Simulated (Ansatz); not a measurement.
## SiH4O, singlet: from triple and quadruple zeta to the limit

```xyz
6

O    -1.7670    0.0172    0.0000
H    -2.0163    0.9438    0.0000
H    -0.4590    0.0172    0.0000
Si    0.9810    0.0172    0.0000
H     1.5932   -0.8571    1.0900
H     1.5932   -0.8571   -1.0900
```

Connectivity, by distances: OH ··· SiH3.

Ansatz 0.2.0, RHF determinant, valence electrons correlated. Energies in eV.

```json
{"set": "def2-TZVPP", "X": "3", "functions": "129", "Hartree–Fock": "-9958.5139", "MP2 correlation": "-11.2605", "CCSD(T) correlation": "-12.4870", "time": "3.6 s on 1 × NVIDIA H100 80GB HBM3 with 1 thread of AMD EPYC 7R13 Processor (Zen 3), on a shared host"}
{"set": "def2-QZVPP", "X": "4", "functions": "247", "Hartree–Fock": "-9958.8701", "MP2 correlation": "-12.0803", "CCSD(T) correlation": "-13.1987", "time": "3.6 s on 1 × NVIDIA H100 80GB HBM3 with 1 thread of AMD EPYC 7R13 Processor (Zen 3) (shared host)"}
```

Hartree–Fock is taken to follow E(X) = E∞ + A·exp(−7.88·√X), correlation E(X) = E∞ + B·X^−2.97.

Cautions: higher spins were not checked; strong correlation; restricted determinant unstable towards unrestricted.

Task: Work out the CCSD(T) energy at the limit, and how far the shortcut misses it that extrapolates MP2 and adds CCSD(T) minus MP2 from the smaller set.

Result: Hartree–Fock: E∞ = E4 + 0.1377·(E4 − E3) = -9958.9192. Correlation: E∞ = E4 + 0.7407·(E4 − E3) = -13.7258 for CCSD(T) and -12.6875 for MP2. The limit is -9972.6449 eV, 0.576 eV below def2-QZVPP. The shortcut gives a correlation energy of -12.6875 + (-1.2265) = -13.9141, 188 meV lower than the direct value.

Past Ne part of the Hartree–Fock step between the two sets comes from the cores, which don't follow the formula, so the 49 meV that it adds to the total can overshoot; that part largely cancels in differences.
